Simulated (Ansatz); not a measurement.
Computed with Ansatz on PBE0-D4/def2-TZVP structures; ΔE is electronic, products minus reactants. CBS: MP2 limit from def2 TZ/QZ plus the TZ coupled-cluster correction, frozen cores. This one scheme is used for every species. Functionals use def2-TZVPP.

Consider the hydrogenolysis of a C–F bond: `FC1CCCC1` + H₂ → `C1CCCC1` + H–F.

```
       level  ΔE (kJ/mol)
    PBE-QIDH        -83.5
HF/CBS(def2)        -79.4
```

What does CCSD(T)/CBS give? (Estimate.)

Computed: -82.5 kJ/mol. The listed levels differ from it by -1.0, 3.1 kJ/mol.

Largest T1 diagnostic among the species: 0.010.

From BLYP to BHLYP (50 % exact exchange), in def2-TZVPP and without D4, ΔE moves by −8.6 kJ/mol. Leaving LDA and LC-ωPBE aside and taking each functional with its dispersion term where it has one, the values, not all of them listed here, spread over 18.4 kJ/mol, from PBE-QIDH to BLYP-D4. LDA lies +5.5 kJ/mol from PBE without D4. At CCSD(T), def2-SVP lies +12.7 kJ/mol from the extrapolated value and def2-TZVPP +2.4 kJ/mol.

CCSD(T)/CBS has its own doubt, a few kJ/mol and more with outer-core shells, so smaller differences from it don't rank the levels.
